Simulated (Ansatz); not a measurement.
# SiH4S (built from SMILES [SiH3]S): Born-Oppenheimer dynamics

Aim: follow the atoms for 40 steps of 1.0 fs with a Nosé-Hoover thermostat, with velocities drawn for 1500 K, and see to which side of the barrier the system falls.

Computed with Ansatz 0.2.0, Gaussian basis. Level: PBE0-D4/def2-SVP.

### 1 The starting structure

The start, a first-order saddle point found at PBE0-D4 in triple zeta: 6 atoms, charge 0, spin multiplicity 1.

Atoms are counted from 1 here; the program's logs count them from 0.

Bond lengths: Si1–H3 1.709 Å, Si1–H4 1.502 Å, Si1–H5 1.501 Å, S2–H3 1.547 Å, S2–H6 1.343 Å. Angles: H3–Si1–H4 120.6°, H3–Si1–H5 106.5°, H4–Si1–H5 103.0°, H3–S2–H6 86.5°, Si1–H3–S2 99.9°.

Geometry (Å):

```mol
H4SSi
  3D, bonds by distance, orders not assigned

  6  5  0  0  0  0  0  0  0  0999 V2000
   -0.9589   -0.2832    0.4092 Si  0  0
    1.2661    0.6738   -0.1931 S   0  0
    0.6291   -0.0713    1.0043 H   0  0
   -1.1928   -0.9008   -0.9402 H   0  0
   -1.5447    1.0908    0.2572 H   0  0
    1.8012   -0.5093   -0.5373 H   0  0
  1  3  8  0
  1  4  8  0
  1  5  8  0
  2  3  8  0
  2  6  8  0
M  END
```

### 2 The run

Contents of md/in.yaml:

```yaml
crystal:
  periodic: [false, false, false]
  atoms:
    - {symbol: Si, position_ang: [-0.958886, -0.283197, 0.409154]}
    - {symbol: S, position_ang: [1.266138, 0.673779, -0.193094]}
    - {symbol: H, position_ang: [0.629067, -0.071255, 1.004327]}
    - {symbol: H, position_ang: [-1.192781, -0.900788, -0.940171]}
    - {symbol: H, position_ang: [-1.544688, 1.090767, 0.257160]}
    - {symbol: H, position_ang: [1.801150, -0.509305, -0.537276]}
basis:
  gaussian: {orbitals: def2-SVP}
hamiltonian: {xc: pbe0, dispersion: d4}
md: {n_steps: 40, timestep: 1.0, temperature: 1500, ensemble: nvt_nose_hoover, seed: 594, initial_velocities: maxwell_boltzmann}
```

The run is started by

```bash
$ ansatz run in.yaml --threads 2 --pin off --events-out ev --progress --plain --max-ram 4352MiB
```

**Question.** What will these runs give? Wanted: temperature at the start; mean temperature, second half; lowest and highest potential energy, from the first frame; largest change of potential + kinetic; bonds lost by distance.

As calculated:

| quantity | value |
| --- | --- |
| length | 40 steps, 40.0 fs |
| temperature at the start | 1500 K |
| mean temperature, second half | 2893 K |
| lowest and highest potential energy, from the first frame | -1579 and 96 meV |
| largest change of potential + kinetic | 170.1 meV |
| bonds lost by distance | S2–H3 |

What this shows: By the last frame it has moved back towards the start side of the step. The system runs downhill by 1.58 eV, and that energy turns into motion. The thermostat trades energy with the molecule, so the sum of potential and kinetic energy isn't conserved: it changes by -170 meV over the run. The mean temperature of the second half is still well above the 1500 K set. The temperature runs between 1325 and 4429 K.
